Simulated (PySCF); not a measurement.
PySCF input (TPSSh/def2-TZVPD):

```python
from pyscf import gto, scf, dft

mol = gto.M(
    atom='''
    Na   -0.00000000   -0.00000000   -2.00393830
    Na    0.00000000    0.00000000    2.00393830
    ''',
    basis='def2-tzvpd',
    charge=1,
    spin=1,
    symmetry='D2h',
    verbose=4,
)

mf = dft.UKS(mol, xc='tpssh').density_fit(auxbasis='def2-universal-jkfit')
mf.grids.level = 3
mf.conv_tol = 1e-9
mf.max_cycle = 100
mf.max_memory = 1500
mf.kernel()
if not mf.converged:
    mf = mf.newton()
    mf.kernel(mf.make_rdm1())
mf.analyze()
```

End of the output:

```
Extra cycle  E= -324.411328222409  delta_E= -1.36e-12  |g|= 2.61e-07  |ddm|= 2.44e-06
converged SCF energy = -324.411328222409  <S^2> = 0.7500111  2S+1 = 2.0000111
**** SCF Summaries ****
Total Energy =                        -324.411328222409111
Nuclear Repulsion Energy =              15.976151192209858
One-electron Energy =                 -483.479520935657831
Two-electron Energy =                  143.092041521038851
Two-electron Coulomb Energy =          171.821503465928600
DFT Exchange-Correlation Energy =      -28.729461944889739
HOMO-LUMO gap [eV] =                     1.171052534912524
Wave-function symmetry = Ag
alpha occupancy for each irrep:     Ag  B1g  B2g  B3g   Au  B1u  B2u  B3u
                                     4    0    1    1    0    3    1    1
beta  occupancy for each irrep:     Ag  B1g  B2g  B3g   Au  B1u  B2u  B3u
                                     3    0    1    1    0    3    1    1
**** MO energy ****
alpha MO #1 (B1u #1), energy= -38.56700140419 occ= 1
alpha MO #2 (Ag #1), energy= -38.566993262016 occ= 1
alpha MO #3 (B1u #2), energy= -2.37256012878851 occ= 1
alpha MO #4 (Ag #2), energy= -2.37255500206733 occ= 1
alpha MO #5 (B2u #1), energy= -1.29793910464561 occ= 1
alpha MO #6 (B3u #1), energy= -1.29793910464561 occ= 1
alpha MO #7 (B2g #1), energy= -1.29792232422033 occ= 1
alpha MO #8 (B3g #1), energy= -1.29792232422033 occ= 1
alpha MO #9 (Ag #3), energy= -1.29724622070967 occ= 1
alpha MO #10 (B1u #3), energy= -1.29705824968536 occ= 1
alpha MO #11 (Ag #4), energy= -0.280484487491615 occ= 1
alpha MO #12 (B1u #4), energy= -0.201744905489647 occ= 0
alpha MO #13 (B2u #2), energy= -0.15566931243672 occ= 0
alpha MO #14 (B3u #2), energy= -0.15566931243672 occ= 0
alpha MO #15 (Ag #5), energy= -0.148771214505316 occ= 0
alpha MO #16 (B2g #2), energy= -0.112075395272266 occ= 0
alpha MO #17 (B3g #2), energy= -0.112075395272266 occ= 0
alpha MO #18 (Ag #6), energy= -0.0837608730375408 occ= 0
alpha MO #19 (B1u #5), energy= -0.0810341998308859 occ= 0
alpha MO #20 (B2u #3), energy= -0.0566308818664785 occ= 0
alpha MO #21 (B3u #3), energy= -0.0566308818664785 occ= 0
alpha MO #22 (B1u #6), energy= -0.0500253036819389 occ= 0
alpha MO #23 (Ag #7), energy= -0.0499710383108525 occ= 0
alpha MO #24 (B2g #3), energy= -0.0387789240110659 occ= 0
alpha MO #25 (B3g #3), energy= -0.0387789240110654 occ= 0
alpha MO #26 (B1u #7), energy= -0.0196061040426994 occ= 0
alpha MO #27 (B2u #4), energy= 0.0102909729083425 occ= 0
alpha MO #28 (B3u #4), energy= 0.0102909729083427 occ= 0
alpha MO #29 (Ag #8), energy= 0.0113829367141607 occ= 0
alpha MO #30 (B1g #1), energy= 0.0298971179345848 occ= 0
alpha MO #31 (Ag #9), energy= 0.029898971410784 occ= 0
alpha MO #32 (B2u #5), energy= 0.0516835058871006 occ= 0
alpha MO #33 (B3u #5), energy= 0.0516835058871004 occ= 0
alpha MO #34 (B2g #4), energy= 0.0572567379566404 occ= 0
alpha MO #35 (B3g #4), energy= 0.0572567379566404 occ= 0
alpha MO #36 (B1u #8), energy= 0.0609129668004842 occ= 0
alpha MO #37 (Au #1), energy= 0.0609130616164178 occ= 0
alpha MO #38 (B1u #9), energy= 0.063356702005021 occ= 0
alpha MO #39 (Ag #10), energy= 0.102849309699085 occ= 0
alpha MO #40 (B2g #5), energy= 0.116680208469749 occ= 0
alpha MO #41 (B3g #5), energy= 0.116680208469749 occ= 0
alpha MO #42 (B1u #10), energy= 0.212111246067511 occ= 0
alpha MO #43 (Ag #11), energy= 0.843458719764724 occ= 0
alpha MO #44 (B1g #2), energy= 0.843471020334032 occ= 0
alpha MO #45 (B2u #6), energy= 0.848569765283422 occ= 0
alpha MO #46 (B3u #6), energy= 0.848569765283425 occ= 0
alpha MO #47 (B1u #11), energy= 0.85932985807155 occ= 0
alpha MO #48 (Au #2), energy= 0.859342085912859 occ= 0
alpha MO #49 (B2g #6), energy= 0.893974655111295 occ= 0
alpha MO #50 (B3g #6), energy= 0.893974655111295 occ= 0
alpha MO #51 (B1u #12), energy= 0.896426980066249 occ= 0
alpha MO #52 (Ag #12), energy= 0.914285735255533 occ= 0
alpha MO #53 (B2u #7), energy= 1.02146729780291 occ= 0
alpha MO #54 (B3u #7), energy= 1.02146729780291 occ= 0
alpha MO #55 (Ag #13), energy= 1.02201730060407 occ= 0
alpha MO #56 (B2g #7), energy= 1.0394725075722 occ= 0
alpha MO #57 (B3g #7), energy= 1.0394725075722 occ= 0
alpha MO #58 (B1u #13), energy= 1.12167812784172 occ= 0
alpha MO #59 (Ag #14), energy= 3.19033949527173 occ= 0
alpha MO #60 (B1u #14), energy= 3.36072339408359 occ= 0
alpha MO #61 (B1g #3), energy= 5.47403333467226 occ= 0
alpha MO #62 (Ag #15), energy= 5.47403602113195 occ= 0
alpha MO #63 (B2u #8), energy= 5.4743483480355 occ= 0
alpha MO #64 (B3u #8), energy= 5.47434834803551 occ= 0
alpha MO #65 (Au #3), energy= 5.47979395783372 occ= 0
alpha MO #66 (B1u #15), energy= 5.47979663901926 occ= 0
alpha MO #67 (B2g #8), energy= 5.49392791569429 occ= 0
alpha MO #68 (B3g #8), energy= 5.49392791569429 occ= 0
alpha MO #69 (Ag #16), energy= 5.49912254169704 occ= 0
alpha MO #70 (B1u #16), energy= 5.50380173438674 occ= 0
beta  MO #1 (B1u #1), energy= -38.5662932371799 occ= 1
beta  MO #2 (Ag #1), energy= -38.5662850837384 occ= 1
beta  MO #3 (B1u #2), energy= -2.37081322879477 occ= 1
beta  MO #4 (Ag #2), energy= -2.37080218280655 occ= 1
beta  MO #5 (B2u #1), energy= -1.29651694967767 occ= 1
beta  MO #6 (B3u #1), energy= -1.29651694967767 occ= 1
beta  MO #7 (B2g #1), energy= -1.29651254623449 occ= 1
beta  MO #8 (B3g #1), energy= -1.29651254623448 occ= 1
beta  MO #9 (Ag #3), energy= -1.29546312977012 occ= 1
beta  MO #10 (B1u #3), energy= -1.29539964889017 occ= 1
beta  MO #11 (Ag #4), energy= -0.237449100244092 occ= 0
beta  MO #12 (B1u #4), energy= -0.180260642330639 occ= 0
beta  MO #13 (Ag #5), energy= -0.128145748963987 occ= 0
beta  MO #14 (B2u #2), energy= -0.124376552920144 occ= 0
beta  MO #15 (B3u #2), energy= -0.124376552920144 occ= 0
beta  MO #16 (B2g #2), energy= -0.0839577497212796 occ= 0
beta  MO #17 (B3g #2), energy= -0.0839577497212798 occ= 0
beta  MO #18 (B1u #5), energy= -0.0686886303444734 occ= 0
beta  MO #19 (Ag #6), energy= -0.0573993692254113 occ= 0
beta  MO #20 (B2u #3), energy= -0.0503495860866192 occ= 0
beta  MO #21 (B3u #3), energy= -0.0503495860866197 occ= 0
beta  MO #22 (Ag #7), energy= -0.0441790818907801 occ= 0
beta  MO #23 (B1u #6), energy= -0.0360537760447146 occ= 0
beta  MO #24 (B2g #3), energy= -0.0331573859284866 occ= 0
beta  MO #25 (B3g #3), energy= -0.0331573859284875 occ= 0
beta  MO #26 (B1u #7), energy= -0.00787819447747573 occ= 0
beta  MO #27 (B2u #4), energy= 0.0175136784452499 occ= 0
beta  MO #28 (B3u #4), energy= 0.0175136784452496 occ= 0
beta  MO #29 (Ag #8), energy= 0.022241356889773 occ= 0
beta  MO #30 (Ag #9), energy= 0.0582875084648089 occ= 0
beta  MO #31 (B1g #1), energy= 0.0586728316729394 occ= 0
beta  MO #32 (B1u #8), energy= 0.0642885874570016 occ= 0
[...]
```
